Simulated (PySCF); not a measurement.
Thiohydroxylamine, H₃NS.
Structure used (GFN2-xTB), in Å, numbered top down from 1:
```xyz
5
H3NS angstrom
N     -0.5283    0.1958    0.1320
S      0.9441   -0.4837   -0.4380
H     -1.1841   -0.5459    0.3550
H     -0.9346    0.7866   -0.5861
H      1.7115    0.0502    0.5200
```

Method: CAM-B3LYP/def2-SVPD in PySCF (dipole) on a GFN2-xTB geometry, gas phase.

Take the most abundant isotopes and a rigid rotor. The values belong to one conformer with, in the numbering `[NH2:1][SH:2]`, H–N1–S2–H -120° and 120°.

(1) Give the principal moments of inertia and the rotational constants in MHz.

(2) Classify the top.

(3) What does the inertial defect say?

(4) Which types of transition are allowed, and where do some lines up to J = 4 fall?

## Answers

(1) Ia = 3.45, Ib = 35.40, Ic = 36.10 u·Å²; 505379 MHz·u·Å²/I gives A = 146669, B = 14276, C = 13999 MHz.

(2) A near-prolate asymmetric top: κ = (2 × 14276 − 146669 − 13999)/(146669 − 13999) = -1.00.

(3) Not planar: Δ = Ic − Ia − Ib = -2.74 u·Å². For a rigid frame Δ = −2 Σ m c², so Σ m c² = 1.37 u·Å² lies off the ab plane, practically all of it from hydrogen. The atom farthest from that plane is 0.83 Å away.

(4) The dipole components are |μa| = 0.91 D, |μb| = 0.46 D, |μc| = 0.00 D; the mirror of this Cs structure is the ab plane, so μc vanishes by symmetry and there are no c-type lines. Intensities carry the squares of the components, which stand as 1.00 : 0.26 (a : b). Some lines, for components of 0.1 D or more:

```json
{"type": "a", "branch": "R", "J(Ka,Kc)": "1(0,1) ← 0(0,0)", "MHz": "28274", "lower level (cm⁻¹)": "0.000"}
{"type": "a", "branch": "R", "J(Ka,Kc)": "2(0,2) ← 1(0,1)", "MHz": "56548", "lower level (cm⁻¹)": "0.943"}
{"type": "a", "branch": "R", "J(Ka,Kc)": "4(1,3) ← 3(1,2)", "MHz": "113650", "lower level (cm⁻¹)": "10.107"}
{"type": "b", "branch": "Q", "J(Ka,Kc)": "2(1,1) ← 2(0,2)", "MHz": "132948", "lower level (cm⁻¹)": "2.829"}
{"type": "b", "branch": "Q", "J(Ka,Kc)": "3(1,2) ← 3(0,3)", "MHz": "133366", "lower level (cm⁻¹)": "5.659"}
{"type": "b", "branch": "R", "J(Ka,Kc)": "1(1,1) ← 0(0,0)", "MHz": "160668", "lower level (cm⁻¹)": "0.000"}
{"type": "b", "branch": "R", "J(Ka,Kc)": "3(2,2) ← 2(1,1)", "MHz": "482004", "lower level (cm⁻¹)": "7.264"}
{"type": "b", "branch": "R", "J(Ka,Kc)": "4(2,2) ← 3(1,3)", "MHz": "511532", "lower level (cm⁻¹)": "10.052"}
{"type": "b", "branch": "Q", "J(Ka,Kc)": "3(3,1) ← 3(2,2)", "MHz": "662662", "lower level (cm⁻¹)": "23.342"}
{"type": "b", "branch": "R", "J(Ka,Kc)": "4(4,1) ← 3(3,0)", "MHz": "1040824", "lower level (cm⁻¹)": "45.446"}
```

Stationary, but not proved a minimum. Zero-point vibration and centrifugal distortion are left out. A rigid rotor knows nothing of inversion at nitrogen, which can split or shift real lines. Quadrupole hyperfine structure (14N) is left out.
